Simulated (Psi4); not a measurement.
# NH3 (ammonia): HF/STO-3G

What is the vertical singlet–triplet gap of NH3 (ammonia) at HF/STO-3G? 

The calculation is run with Psi4 1.11.

2 further runs of the same task are left out: 2 set aside as unsound or not needed.

## Step 1: The molecule

NH3: 4 atoms, total charge 0, spin state singlet. SMILES: `N`. The shape is that of a PBE0-D4/def2-TZVP optimisation.

Bond lengths: N1–H2 1.013 Å, N1–H3 1.013 Å, N1–H4 1.013 Å. Angles: H2–N1–H3 107.1°, H2–N1–H4 107.1°, H3–N1–H4 107.1°.

## Step 2: Energy and forces at HF/STO-3G

The input, run.py:

```python
import psi4

psi4.set_memory('2200 MB')
psi4.set_num_threads(1)
psi4.core.set_output_file('run.log', False)

mol = psi4.geometry("""
0 1
N     -0.13211075     0.47142998     0.20962732
H      0.92685397    -0.57035714     1.41574502
H     -1.67709414    -0.57058391    -0.22470733
H      0.88235092     0.66949217    -1.40066500
units au
symmetry c1
""")

psi4.set_options(dict(basis='STO-3G', reference='rhf', puream=True, e_convergence=1e-09, d_convergence=1e-08, scf_type='pk'))

e_tot, wfn = psi4.gradient("scf", return_wfn=True)
print('gradient / Eh bohr^-1')
print(e_tot.np.round(6))
print(f'energy = {wfn.energy():.10f} Eh')
```

The run is started by

```sh
$ python run.py
```

run.log:

```text
[...]
  Running in c1 symmetry.
[...]
  Nuclear repulsion =   11.949539017705407
[...]
  Multiplicity = 1
[...]
  Nalpha       = 5
  Nbeta        = 5
[...]
    Number of basis functions: 8
[...]
   @RHF iter   1:   -55.43238297348220   -9.15676e-01   2.12070e-02 ADIIS/DIIS
[...]
   @RHF iter   7:   -55.45399086769937   -2.70006e-13   3.36387e-11 DIIS
[...]
    Orbital Energies [Eh]
    ---------------------
    Doubly Occupied:
       1A    -15.303637     2A     -1.089037     3A     -0.572820
       4A     -0.572816     5A     -0.351228
[...]
  @RHF Final Energy:   -55.45399086769937
   => Energetics <=
    Nuclear Repulsion Energy =             11.9495390177054066
    One-Electron Energy =                 -99.0279819404764510
    Two-Electron Energy =                  31.6244520550716786
    Total Energy =                        -55.4539908676993676
[...]
 Multipole Moments:
 ------------------------------------------------------------------------------------
     Multipole            Electronic (a.u.)      Nuclear  (a.u.)        Total (a.u.)
 ------------------------------------------------------------------------------------
 L = 1.  Multiply by 2.5417464519 to convert [e a0] to [Debye]
 Dipole X            :         -0.0429409            0.2156503            0.1727094
 Dipole Y            :          0.1532037           -0.7695439           -0.6163402
 Dipole Z            :          0.0681253           -0.3421840           -0.2740587
 Magnitude           :                                                    0.6962844
[...]
  -Total Gradient:
     Atom            X                  Y                   Z
    ------   -----------------  -----------------  -----------------
       1        0.007109822697    -0.025389247145    -0.011293226895
       2       -0.009596415042     0.011846501265    -0.008402526596
       3        0.011724692500     0.011851480275     0.005029766983
       4       -0.009238100155     0.001691265605     0.014665986508
[...]
```

Standard output:

```text
gradient / Eh bohr^-1
[[ 0.00711  -0.025389 -0.011293]
 [-0.009596  0.011847 -0.008403]
 [ 0.011725  0.011851  0.00503 ]
 [-0.009238  0.001691  0.014666]]
energy = -55.4539908677 Eh
```

Wall time 3.3 s (1 thread of Intel Xeon at 2.50GHz (Skylake/Cascade Lake), shared host); peak memory 0.18 GiB.

## Step 3: The triplet at the same level

The input, h3n.inp:

```
memory 2200 mb

molecule m {
  0 3
  N
  H 1 1.012576
  H 1 1.012571 2 107.06361
  H 1 1.01257 3 107.06239 2 114.53498
  units angstrom
  symmetry c1
  no_reorient
  no_com
}

set globals {
  basis         STO-3G
  reference     uhf
  puream        true
  e_convergence 1e-09
  d_convergence 1e-08
  scf_type      pk
  maxiter       100
}

e_tot, wfn = gradient('scf', return_wfn=True)
print_variables()
```

The run is started by

```sh
$ psi4 -n 1 h3n.inp h3n.out
```

h3n.out:

```text
[...]
  Running in c1 symmetry.
[...]
  Nuclear repulsion =   11.949536131192712
[...]
  Multiplicity = 3
[...]
  Nalpha       = 6
  Nbeta        = 4
[...]
    Number of basis functions: 8
[...]
   @UHF iter   1:   -54.97606037532000   -4.59355e-01   5.70229e-03 DIIS/ADIIS
[...]
   @UHF iter  12:   -54.97925085357487   -4.68958e-13   1.33896e-09 DIIS
[...]
   @S^2 Observed:                2.002865875E+00
[...]
    Orbital Energies [Eh]
    ---------------------
    Alpha Occupied:
       1A    -15.414174     2A     -1.214986     3A     -0.640151
       4A     -0.640132     5A     -0.580736     6A      0.173921
    Alpha Virtual:
       7A      0.610387     8A      0.610401
    Beta Occupied:
       1A    -15.354474     2A     -1.011249     3A     -0.562684
       4A     -0.562640
[...]
  @UHF Final Energy:   -54.97925085357487
   => Energetics <=
    Nuclear Repulsion Energy =             11.9495361311927120
    One-Electron Energy =                 -98.0502685764399473
    Two-Electron Energy =                  31.1214815916723602
    Total Energy =                        -54.9792508535748681
  UHF NO Occupations:
  HONO-2 :    4  A 1.9992810
  HONO-1 :    5  A 1.0000000
[...]
 Multipole Moments:
 ------------------------------------------------------------------------------------
     Multipole            Electronic (a.u.)      Nuclear  (a.u.)        Total (a.u.)
 ------------------------------------------------------------------------------------
 L = 1.  Multiply by 2.5417464519 to convert [e a0] to [Debye]
 Dipole X            :          0.7436404           -0.6790929            0.0645474
 Dipole Y            :         -0.4785010            0.4365026           -0.0419983
 Dipole Z            :         -0.3539792            0.3226318           -0.0313474
 Magnitude           :                                                    0.0831438
[...]
  -Total Gradient:
     Atom            X                  Y                   Z
    ------   -----------------  -----------------  -----------------
       1       -0.035297985171     0.022868861672     0.017008994210
       2       -0.063017176472     0.040537613034    -0.228371688323
       3       -0.063001846328    -0.206298258852     0.105734903929
       4        0.161317007972     0.142891784146     0.105627790184
[...]
```

It took 3.6 s on 1 thread of Intel Xeon at 2.50GHz (Skylake/Cascade Lake), shared host; peak memory 0.18 GiB.

## Step 4: Summary of results

At HF/STO-3G:

```
                                        quantity         value
                           singlet: total energy  -55.45399 Eh
                          singlet: dipole moment        1.77 D
                            singlet: HOMO energy      -9.56 eV
                            singlet: LUMO energy      17.38 eV
                          singlet: HOMO–LUMO gap      26.93 eV
               singlet: largest force on an atom    1.475 eV/Å
                           triplet: total energy  -54.97925 Eh
                          triplet: dipole moment        0.21 D
                                   triplet: ⟨S²⟩         2.003
               triplet: largest force on an atom   12.359 eV/Å
vertical energy of the triplet above the singlet     12.918 eV
```

In words: At this shape the triplet lies 12.92 eV (1246 kJ/mol) above the singlet. The largest force (singlet) is 1.47 eV/Å: the shape isn't a stationary point for this species at this level. In a minimal basis such a difference can be off by several eV, whatever the method.
